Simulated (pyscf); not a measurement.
This saddle point was located with ωB97X-D3(BJ)/def2-SVP in PySCF.

```
Si
N 1 1.8398
H 2 1.0251 1 109.49
H 2 1.0251 3 106.04 1 -118.04
H 2 1.3676 3 98.39 4 -101.29
Cl 1 2.0490 2 101.16 3 178.31
Cl 1 2.0491 2 101.16 3 65.89
Cl 1 2.0818 2 131.36 3 -57.88
```
Charge 0, spin multiplicity 2.

Surface: doublet, charge 0. Lowest wavenumbers (cm⁻¹): 1757i, 134, 148, 184, 219.

**Question.** Which two sides does it connect, and which bonds change?

**Answer.** Cl–Si•(Cl)–Cl (SMILES Cl[Si](Cl)Cl) + NH₃ (SMILES N) ⇌ H₂N–Si(Cl)(Cl)–Cl (SMILES N[Si](Cl)(Cl)Cl) + H• (SMILES [H]), a substitution at N read from left to right: H–N broken and N–Si formed. At ωB97M-D3(BJ)/def2-TZVP it lies +80.0 kJ/mol from the left side and +81.4 kJ/mol from the right (each side as separated species at their lowest minima found). On the reactant side the descent ends in a bound adduct, 44.3 kJ/mol under the separated species and 132.9 kJ/mol under the saddle at ωB97X-D3(BJ)/def2-TZVP. At ωB97X-D3(BJ) the barrier from the zero used here is 88.5 kJ/mol. One saddle was located; it need not be the lowest between these sides. The angle at the attacked N is 132°.
